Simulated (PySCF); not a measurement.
Problem. Write Cartesian coordinates for `N/C=C\C=O` as optimised with CAM-B3LYP/6-31G*.

Solution. 
```xyz
10
C3H5NO angstrom
N     -1.4390   -0.5578    0.2815
C     -0.7897    0.5810    0.0032
C      0.5547    0.6678   -0.2314
C      1.3911   -0.4973   -0.1919
O      1.0005   -1.6424    0.0509
H     -2.4303   -0.5734    0.4508
H     -0.8752   -1.4048    0.3189
H     -1.4076    1.4754   -0.0304
H      0.9964    1.6313   -0.4515
H      2.4665   -0.3311   -0.3979
```

Any rigid rotation of these coordinates is as good. Atoms count from 1 in this order. The C–C distances run from 1.367 Å (C2=C3, drawn double) to 1.435 Å (C3–C4, drawn single), a spread of 0.068 Å. N1 (enamine nitrogen) is planar (angles 121.8°, 121.7° and 116.5°, sum 360.0°, 0.00 Å off the plane of its three neighbours). The 5 heavy atoms lie in one plane (0.001 Å rms). Of the pairs four or more bonds apart, those above aside, C4···H7 is among the closest relative to their van der Waals radii: 2.49 Å, 86 % of the sum of Bondi's values.

Bonds between heavy atoms (Å): N1–C2 1.340, C2=C3 1.367, C3–C4 1.435, C4=O5 1.234.

Theory: CAM-B3LYP/6-31G* geometry optimisation, gas phase in PySCF.

Point group: Cs (tolerance 0.08 Å). Whether it is a minimum is left open (no frequencies). One conformer, not necessarily the lowest (C2–C3–C4–O5 0°).
